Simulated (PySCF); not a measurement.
# Magnesium: a sound run and one with changed settings

Sound run: Mg [Ne] 3s2, Mg⁺ [Ne] 3s1. Calculation: PySCF 2.14, in cc-pVTZ; no relativity, point nucleus. In the sound run the correlated levels freeze [Ne]. The sound run starts from symmetry-adapted Hartree-Fock orbitals and uses a fine grid where one is needed.

Changed run: basis STO-3G. This setting is unsound on purpose.

| species | method | sound run (hartree) | changed run (hartree) | converged |
| --- | --- | --- | --- | --- |
| Mg | UHF | -199.61335 | -197.00735 | yes |
| Mg | LDA | -199.12898 | -196.49072 | yes |
| Mg | B3LYP | -200.09770 | -197.46400 | yes |
| Mg | MP2 | -199.63688 | -197.02783 | yes |
| Mg | CCSD(T) | -199.64708 | -197.04357 | yes |
| Mg⁺ | UHF | -199.37053 | -196.96676 | yes |
| Mg⁺ | LDA | -198.84522 | -196.38524 | yes |
| Mg⁺ | B3LYP | -199.81370 | -197.36116 | yes |

Ionisation energy of Mg:

```tsv
method	sound run (eV)	changed run (eV)
UHF	6.607	1.105
LDA	7.722	2.870
B3LYP	7.728	2.799
MP2	7.248	1.662
SCS-MP2	7.376	1.773
CCSD	7.525	2.090
CCSD(T)	7.525	2.090
CCSDT	7.525	2.090
FCI	7.525	2.090
```

A minimal basis cannot let orbitals breathe on ionisation and holds almost no correlation.

For comparison, NIST gives 7.646 eV between the lowest levels.
